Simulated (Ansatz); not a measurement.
A made-up structure of Si₂H₅O (charge +1), singlet:

O1  (-1.652, 0.549, -1.293)
Si2  (-0.230, 0.801, -0.640)
Si3  (0.830, -0.657, 0.892)
H4  (-2.229, -0.208, -1.142)
H5  (0.289, 2.083, -1.158)
H6  (1.028, 0.210, 2.075)
H7  (2.083, -1.006, 0.185)
H8  (-1.853, 0.889, -2.179)
(Å)

It is relaxed with PBE-D4/def2-SVP and then PBE0-D4/def2-TZVP (Ansatz 0.2.0). Atoms count as bonded within 1.22 times the sum of their covalent radii (H–H: 0.88 Å). The end point is not checked to be a true minimum.

Problem. Does its bonding change? (Judge from chemistry; the calculation decides.)

Solution. By the calculation: No: no bond forms or breaks.

Where it ends: The first stage lowers the energy by 2.88 eV in 22 steps. It ends as Si₂H₅O ([OH2][SiH][SiH2]), total charge +1:
```tsv
atom	x (Å)	y (Å)	z (Å)
O1	-1.3557	0.2554	-1.5170
Si2	0.1711	1.0867	-0.8182
Si3	0.7755	-0.1405	0.9298
H4	-1.3177	-0.2276	-2.3547
H5	-0.4217	2.4241	-0.5830
H6	2.0163	0.3058	1.6051
H7	0.6525	-1.6141	0.8234
H8	-2.2549	0.5727	-1.3451
```

Labels in which every atom is bracketed show which atoms are joined, not bond orders.

For scale, one of the runs: PBE0-D4/def2-TZVP relaxation, 135 basis functions, launched by `ansatz run in.yaml --threads 2 --pin off --events-out ev --progress --plain --max-ram 4352MiB`. Hardware: 2 CPU threads of an Arm Neoverse N1, shared host. Wall time about 34 s.
